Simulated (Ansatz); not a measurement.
Cost and result for the atomization energy of C₃H₅FO₂, SMILES `OC1(F)COC1` (11 atoms, 11 bonds).

```xyz
11

O     0.698   -0.751    1.443
C     0.610   -0.101    0.231
F     1.889    0.147   -0.137
C    -0.335    1.102    0.121
O    -1.191    0.367   -0.766
C    -0.264   -0.725   -0.864
H    -0.188   -0.952    1.756
H    -0.842    1.402    1.042
H     0.120    1.972   -0.362
H     0.226   -0.772   -1.841
H    -0.723   -1.688   -0.623
```

Charge 0, multiplicity 1. The structure was optimised at the PBE0-D4/def2-TZVP level. It is one conformer, not always the lowest. Program: Ansatz. All runs use 4 threads of an Arm Neoverse V1 on a shared host. Times are those of one run each, without the atoms' runs, and a repeat can differ threefold. Electronic energies, without spin–orbit coupling; frozen cores. CCSD(T)/CBS adds CCSD(T) − MP2 in def2-TZVPP to the MP2 limit, and its time is that of the two runs behind it. T1 = 0.011. B3LYP takes the VWN-RPA correlation (the form of Gaussian; ORCA's B3LYP/G).

CCSD(T)/CBS is a level of theory with its own doubt, some kJ/mol a heavy atom from the limit and from the frozen cores, so smaller differences don't rank the functionals.

```csv
level,functions,wall time
PBE-D4/def2-TZVPP (with forces),256,2.6 s
PBE0-D4/def2-TZVPP,256,2.6 s
B3LYP-D4/def2-TZVPP (with forces),256,4.2 s
r2SCAN-D4/def2-TZVPP (with forces),256,4.6 s
B2PLYP/def2-TZVPP,256,5.5 s
ωB97X-V/def2-TZVPP,256,7.5 s
ωB97M-V/def2-TZVPP (with forces),256,11 s
MP2/def2-QZVPP,492,25 s
CCSD(T)/def2-TZVPP,256,3.9 min
CCSD(T)/CBS(def2),–,4.3 min
```

Q: What atomization energy does each give, and how far from CCSD(T)/CBS? (Estimate.)

A: Computed: 
```json
{"level": "PBE-D4/def2-TZVPP (with forces)", "atomization (kJ/mol)": "4614.0", "difference from CCSD(T)/CBS": "167.0", "per bond": "15.2"}
{"level": "PBE0-D4/def2-TZVPP", "atomization (kJ/mol)": "4480.9", "difference from CCSD(T)/CBS": "33.9", "per bond": "3.1"}
{"level": "B3LYP-D4/def2-TZVPP (with forces)", "atomization (kJ/mol)": "4428.1", "difference from CCSD(T)/CBS": "-18.9", "per bond": "-1.7"}
{"level": "r2SCAN-D4/def2-TZVPP (with forces)", "atomization (kJ/mol)": "4465.9", "difference from CCSD(T)/CBS": "18.9", "per bond": "1.7"}
{"level": "B2PLYP/def2-TZVPP", "atomization (kJ/mol)": "4393.0", "difference from CCSD(T)/CBS": "-54.0", "per bond": "-4.9"}
{"level": "ωB97X-V/def2-TZVPP", "atomization (kJ/mol)": "4465.3", "difference from CCSD(T)/CBS": "18.3", "per bond": "1.7"}
{"level": "ωB97M-V/def2-TZVPP (with forces)", "atomization (kJ/mol)": "4468.0", "difference from CCSD(T)/CBS": "21.0", "per bond": "1.9"}
{"level": "MP2/def2-QZVPP", "atomization (kJ/mol)": "4526.0", "difference from CCSD(T)/CBS": "79.0", "per bond": "7.2"}
{"level": "CCSD(T)/def2-TZVPP", "atomization (kJ/mol)": "4324.7", "difference from CCSD(T)/CBS": "-122.3", "per bond": "-11.1"}
{"level": "CCSD(T)/CBS(def2)", "atomization (kJ/mol)": "4447.0", "difference from CCSD(T)/CBS": "0.0", "per bond": "0.0"}
```

In def2-TZVPP, CCSD(T) changes the Hartree–Fock value by +1264.9 kJ/mol (the triples alone add +83.9 kJ/mol) and MP2 by +1394.3 kJ/mol; breaking electron pairs costs correlation energy, which Hartree–Fock lacks. From PBE to PBE0 (25 % exact exchange), in def2-TZVPP and without D4, the atomization energy moves by −129.9 kJ/mol: exact exchange takes away binding that semilocal exchange gives to molecules. The D4 term adds +30.6 kJ/mol with B3LYP and +15.9 kJ/mol with PBE0; it sums over pairs of atoms, weighted by their polarisabilities, and B3LYP, whose exchange is more repulsive, gets the larger term.
